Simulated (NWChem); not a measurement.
Everything below was run with NWChem. System: dimethyl ether (C$_{2}$H$_{6}$O), charge 0, spin multiplicity 1, at a geometry optimised with PBE0/def2-SVP. Level: constrained B3LYP/def2-SVP, VWN1-RPA local correlation.

Input file:

```
start mol
memory heap 200 mb stack 900 mb global 1100 mb
geometry units angstroms nocenter noautoz noautosym
  C     -1.161079     0.000000    -0.188064
  O      0.000000     0.000000     0.577790
  C      1.161079     0.000000    -0.188064
  H     -1.233042    -0.895231    -0.839514
  H     -1.233042     0.895231    -0.839514
  H     -2.021460     0.000000     0.496256
  H      1.233042    -0.895231    -0.839514
  H      2.021460     0.000000     0.496256
  H      1.233042     0.895231    -0.839514
end
basis spherical
  * library def2-svp
end
dft
  xc b3lyp
  semidirect memsize 60000000 filesize 0
  iterations 100
  convergence nolevelshifting
  cdft 1 1 charge 0.3 pop becke
end
task dft energy
```

Output (cleaned and shortened):

```
             Northwest Computational Chemistry Package (NWChem) 7.3.0
             --------------------------------------------------------

                                NWChem Input Module
                                -------------------

 Scaling coordinates for geometry "geometry" by  1.889725989
 (inverse scale =  0.529177249)

                             Geometry "geometry" -> ""
                             -------------------------

 Output coordinates in angstroms (scale by  1.889725989 to convert to a.u.)

  No.       Tag          Charge          X              Y              Z
 ---- ---------------- ---------- -------------- -------------- --------------
    1 C                    6.0000    -1.16107900     0.00000000    -0.18806400
    2 O                    8.0000     0.00000000     0.00000000     0.57779000
    3 C                    6.0000     1.16107900     0.00000000    -0.18806400
    4 H                    1.0000    -1.23304200    -0.89523100    -0.83951400
    5 H                    1.0000    -1.23304200     0.89523100    -0.83951400
    6 H                    1.0000    -2.02146000     0.00000000     0.49625600
    7 H                    1.0000     1.23304200    -0.89523100    -0.83951400
    8 H                    1.0000     2.02146000     0.00000000     0.49625600
    9 H                    1.0000     1.23304200     0.89523100    -0.83951400

 Effective nuclear repulsion energy (a.u.)      84.3016847105

            Nuclear Dipole moment (a.u.)
            ----------------------------
        X                 Y               Z
 ---------------- ---------------- ----------------
     0.0000000000     0.0000000000     0.0000151178


 Summary of "ao basis" -> "" (spherical)
 ------------------------------------------------------------------------------
       Tag                 Description            Shells   Functions and Types
 ---------------- ------------------------------  ------  ---------------------
 *                          def2-svp                  on all atoms

                                 NWChem DFT Module
                                 -----------------
[...]
   Bfn.  Coefficient  Atom+Function         Bfn.  Coefficient  Atom+Function
  ----- ------------  ---------------      ----- ------------  ---------------
    54      1.821357  6 H  s                  7      0.661057  1 C  px
     9     -0.663129  1 C  pz                 3     -0.488709  1 C  s
    44     -0.459441  4 H  s                 49     -0.459441  5 H  s
    31      0.351283  3 C  s                 59     -0.348729  7 H  s
    69     -0.348729  9 H  s                  4      0.268917  1 C  px

 Vector   16  Occ=0.000000D+00  E= 8.407611D-02
              MO Center= -1.1D+00, -1.1D-07, -9.8D-01, r^2= 3.6D+00
   Bfn.  Coefficient  Atom+Function         Bfn.  Coefficient  Atom+Function
  ----- ------------  ---------------      ----- ------------  ---------------
    44      1.389165  4 H  s                 49     -1.389165  5 H  s
     8      0.958275  1 C  py                 5      0.418241  1 C  py
    59      0.256086  7 H  s                 69     -0.256086  9 H  s
    36      0.221592  3 C  py                22     -0.197029  2 O  py
    43      0.182892  4 H  s                 48     -0.182892  5 H  s

     ---------------------------------------------
      Total Density - Mulliken Population Analysis
     ---------------------------------------------

    Atom       Charge   Shell Charges
 -----------   ------   -------------------------------------------------------
    1 C    6     7.89   1.98  1.36  0.16  3.44  0.91  0.05
    2 O    8     7.92   1.99  1.08  0.65  2.69  1.50  0.02
    3 C    6     5.77   1.98  0.91  0.09  2.06  0.67  0.05
    4 H    1     0.49   0.42  0.06 -0.00
    5 H    1     0.49   0.42  0.06 -0.00
    6 H    1     0.45   0.41  0.04 -0.00
    7 H    1     1.01   0.75  0.23  0.02
    8 H    1     0.97   0.75  0.20  0.02
    9 H    1     1.01   0.75  0.23  0.02

     -------------------------------------------
      Total Density - Lowdin Population Analysis
     -------------------------------------------

    Atom       Charge   Shell Charges
 -----------   ------   -------------------------------------------------------
    1 C    6     7.07   1.97  0.78  0.30  2.88  1.05  0.09
    2 O    8     7.89   1.97  0.91  0.57  2.56  1.83  0.04
    3 C    6     5.91   1.96  0.58  0.30  1.83  1.11  0.13
    4 H    1     0.73   0.44  0.19  0.10
    5 H    1     0.73   0.44  0.19  0.10
    6 H    1     0.71   0.43  0.18  0.10
    7 H    1     0.99   0.65  0.28  0.06
    8 H    1     0.98   0.65  0.27  0.06
    9 H    1     0.99   0.65  0.28  0.06

 center of mass
 --------------
 x =   0.00000000 y =   0.00000000 z =   0.09621078

 moments of inertia (a.u.)
 ------------------
          45.129962628800           0.000000000000           0.000000000000
           0.000000000000         200.433327320169           0.000000000000
           0.000000000000           0.000000000000         178.378433819616

     Multipole analysis of the density
     ---------------------------------

     L   x y z        total         alpha         beta         nuclear
     -   - - -        -----         -----         ----         -------
     0   0 0 0     -0.000000    -13.000000    -13.000000     26.000000

     1   1 0 0     -0.033817     -0.016909     -0.016909      0.000000
     1   0 1 0      0.000000      0.000000      0.000000      0.000000
     1   0 0 1     -0.573113     -0.286564     -0.286564      0.000015

     2   2 0 0     -9.272506    -58.972540    -58.972540    108.672575
     2   1 1 0     -0.000000     -0.000000     -0.000000      0.000000
     2   1 0 1      0.272579      0.136290      0.136290      0.000000
     2   0 2 0    -12.223507    -11.835731    -11.835731     11.447954
     2   0 1 1      0.000000      0.000000      0.000000      0.000000
     2   0 0 2    -12.601046    -17.740110    -17.740110     22.879174

 Task  times  cpu:        3.0s     wall:        3.0s

 Total times  cpu:        3.0s     wall:        3.0s
```
